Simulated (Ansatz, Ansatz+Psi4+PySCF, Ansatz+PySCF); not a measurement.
```yaml
atoms:
  - { symbol: C, position_ang: [0.6659, 0.0000, -0.0539] }
  - { symbol: H, position_ang: [1.1105, -0.9139, 0.1253] }
  - { symbol: H, position_ang: [1.1105, 0.9139, 0.1253] }
  - { symbol: F, position_ang: [-0.6752, 0.0000, 0.0143] }
```

Basis set: cc-pVTZ (spherical functions). Correlated methods keep 2 orbitals frozen. Correlation on ROHF uses semicanonical orbitals with singles. Charge 0, multiplicity 2.

Computed with Ansatz (development build ahead of 0.2.0); each method stands on the lowest determinant of its kind that the runs found.

The atomization energy at this shape (free ground-state atoms in the same class of orbitals less the molecule, no zero-point energy) of doublet CH2F:

| method | atomization energy |
| --- | --- |
| ROHF-CCSD(T) | 13.15 eV |
| ROHF | 9.99 eV |
| UHF | 9.85 eV |

Problem. What does ROHF-MP2 give?

Solution. 13.41 eV.
